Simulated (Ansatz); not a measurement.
Basis-set extrapolation for `[CH3][Al][Cl]` radical (PBE0-D4/def2-TZVP geometry, frozen core, the Gaussian-basis code of Ansatz). Multiplicity 2, UHF reference.

```json
{"": "HF", "def2-TZVPP": "-741.118717", "def2-QZVPP": "-741.140445"}
{"": "MP2 correlation", "def2-TZVPP": "-0.422116", "def2-QZVPP": "-0.458015"}
{"": "CCSD(T) correlation", "def2-TZVPP": "-0.476620", "def2-QZVPP": "not run"}
```

Energies in hartree. Use E(X) = E(∞) + A·exp(−7.88·√X) for Hartree–Fock and E(X) = E(∞) + B·X^(−2.97) for correlation, with X = 3 and 4, and add CCSD(T) minus MP2 of the smaller set to the MP2 limit.

What is the CCSD(T) energy at the basis-set limit?

HF limit: -741.140445 + (-0.021728) × 0.13774 = -741.14344. MP2 limit: -0.458015 + (-0.035899) × 0.74074 = -0.48461. Higher-order term: -0.476620 − (-0.422116) = -0.05450. Total: -741.68255 hartree, 229.0 kJ/mol below CCSD(T)/def2-TZVPP.
